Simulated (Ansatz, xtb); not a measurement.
# Isomers of C2HF2 in order of energy

3 gas-phase structures of C2HF2, found in a search over its isomers (lower ones may exist). Each was relaxed with GFN2-xTB:

A. `F/[C]=C/F`, a doublet
B. `[CH]=C(F)F`, a doublet
C. `F/[C]=C\F`, a doublet

**Question.** Estimate their order in r2SCAN-D4/def2-SVP energy at these geometries, lowest first.

**Answer.** Calculated order at r2SCAN-D4/def2-SVP: B (0.0), A (8.3), C (8.7) kcal/mol. Less than 1 kcal/mol parts A and C, so the order within that pair means little.

Energies above the lowest of each column, in kcal/mol; the last columns are at BLYP-D3(BJ)/def2-SVP geometries:

```
structure  GFN2-xTB  HF/STO-3G  r2SCAN-D4/def2-SVP  BLYP-D3(BJ)/def2-SVP  CCSD(T)/def2-SVP
        B       0.4        0.0                 0.0                   0.0               0.0
        A       0.0        0.1                 8.3                   6.4               7.4
        C       1.2        0.2                 8.7                   6.2               7.8
```

CCSD(T)/def2-SVP puts B lowest; GFN2-xTB picks A. Open shells are spin-unrestricted, some with notable spin contamination.

Programs: Ansatz 0.2.0, xtb 6.7.1.
